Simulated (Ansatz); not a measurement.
Elastic constant C12 (GPa) of 37 elemental metals, computed with PBE (Ansatz, a quantum-chemistry and plane-wave program, PAW) and with LDA in Ansatz (plane waves, PAW). The set holds measured phases with no doubt noted on the run or the magnetic state but for the caveats below. 6 more of the class have both values but aren't in it, for one of these reasons: built or high-temperature cells, doubts on the run or the magnetic state, unlike cells, values of zero, layered or molecular crystals. Solids without a value at one level (not run, failed, or a magnetic order lost), or held back for tests, aren't counted.

Every twentieth of the way through the set, in order of the shift (worked out from unrounded values):

| solid | PBE | LDA | shift (%) |
|---|---|---|---|
| hcp Y | 25.0 | 24.9 | -0.3 |
| fcc Al | 64.6 | 69.3 | +7.3 |
| bcc Li | 13.1 | 14.3 | +9.7 |
| hcp Mg | 24.2 | 26.6 | +10.1 |
| hcp Re | 266 | 295 | +10.8 |
| hcp Os | 220 | 252 | +14.8 |
| hcp Zr | 65.0 | 75.5 | +16.1 |
| white tin (β-Sn) | 55.7 | 64.8 | +16.3 |
| bcc Na | 7.22 | 8.49 | +17.5 |
| hcp Ti | 82.7 | 98.6 | +19.2 |
| hcp Co | 169 | 206 | +22 |
| fcc Pt | 219 | 270 | +23 |
| bcc K | 3.42 | 4.24 | +24 |
| fcc Sr | 9.82 | 12.2 | +25 |
| fcc Rh | 179 | 225 | +26 |
| fcc Ni | 157 | 208 | +33 |
| fcc Pd | 152 | 205 | +35 |
| fcc Pb | 35.7 | 48.3 | +35 |
| fcc Au | 131 | 184 | +40 |
| hcp Zn | 39.0 | 58.4 | +50 |
| hcp Tl | 24.4 | 40.7 | +67 |

The shift from PBE to LDA has a median of +22 %, and eight in ten lie between +8.9 % and +44 %; LDA is the larger in 36 of 37. Each level is at its own cell, so the shift holds the change of volume too.

Ansatz's runs of these crystals have no spin polarisation, but for bcc Fe, hcp Co, fcc Ni.

Density-functional runs with spin start from parallel moments for bcc Fe, parallel moments for hcp Co, parallel moments for fcc Ni.

Spin–orbit coupling is left out, also for the solids with elements from indium on (fcc Pt, hcp Os, bcc Ba, white tin (β-Sn), double-hcp La, hcp Tl, fcc Ir, hcp Re, bcc Cs, hcp Hf and 3 more); its size isn't shown.

Each level is taken at its own relaxed cell. Ansatz's density-functional and Hartree–Fock values are scalar-relativistic unless marked +SOC, with PAW data made under PBE.
